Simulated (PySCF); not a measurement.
Molecule: SMILES CSSCC, C3H8S2.

Cartesian coordinates in Å; atom numbers follow the order of the lines, from 1:
```xyz
13

C    -2.0142   -0.1911   -0.4046
C    -1.0919   -0.0751    0.7893
S     0.0100    1.3796    0.7472
S     1.1636    1.0328   -0.9207
C     2.4980    0.0019   -0.2572
H    -2.6492   -1.0871   -0.3193
H    -1.4292   -0.2744   -1.3333
H    -2.6653    0.6915   -0.4893
H    -1.6544    0.0680    1.7276
H    -0.4764   -0.9792    0.9211
H     2.1172   -0.9599    0.1144
H     3.1862   -0.1883   -1.0951
H     3.0364    0.5292    0.5421
```

Geometry PBE0-D3(BJ)/def2-SVP throughout; GIAO in PySCF 2.14, gas phase, one conformer, non-relativistic; equivalent atoms averaged; functional PBE0.

For orientation, pcSseg-0 gives these shifts δ (against TMS, CS2 at the same level): C2 32.7, C5 25.1, C1 16.3, S3 92.2, S4 -29.1, H9/H10 2.15, H6/H7/H8 1.43, H11/H12/H13 1.89 ppm.

A run gave: C2 31.2, C5 23.2, C1 15.5, S3 97.5, S4 -12.4, H9/H10 2.43, H6/H7/H8 1.48, H11/H12/H13 2.02 ppm (shifts δ (against TMS, CS2 at the same level)).

Q: Which basis set was used in that run?
A. 6-311+G(2d,p)
B. pcSseg-2
C. 6-31G*
D. 6-31G

A: D. S4 tells them apart best: 6-31G gives -12.4, 6-31G* gives 6.8, 6-311+G(2d,p) gives 17.8, pcSseg-2 gives 9.6 ppm.
